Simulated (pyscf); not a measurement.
Elementary routes open to `[GeH2]` [singlet] + `[FH]` in the gas phase (singlet surface):
A. `[F][GeH3]` (F–H broken; F–Ge, Ge–H formed)
B. `[F][GeH]` [singlet] + `[H][H]` (Ge–H, F–H broken; F–Ge, H–H formed)

Structures and frequencies: ωB97X-D3(BJ)/def2-SVP in PySCF.

Rank the routes by free-energy barrier at 1200 K, lowest first, for ωB97M-D3(BJ)/def2-TZVP energies (ideal gas, 1 atm, RRHO with modes under 100 cm⁻¹ raised to 100, one conformer, R ln 2 for chiral ones without a mode under 150 cm⁻¹).

B (166.1 kJ/mol), A (209.4 kJ/mol)

Route B is the fastest of these, ahead of the next by 43.4 kJ/mol. The most stable products are those of B (ΔG = -92.3 kJ/mol), so kinetics and thermodynamics agree. At 298 K B is still the fastest. A: On the reactant side the descent ends in a complex, 28.5 kJ/mol under the separated species and 75.0 kJ/mol under the saddle at ωB97X-D3(BJ)/def2-TZVP. B: On the reactant side the descent ends in a complex, 33.2 kJ/mol under the separated species and 43.0 kJ/mol under the saddle at ωB97X-D3(BJ)/def2-TZVP. Only these routes are compared; each barrier is that of the saddle found, and lower ones may exist. Elements up to Kr have no core potential and no relativistic terms here.
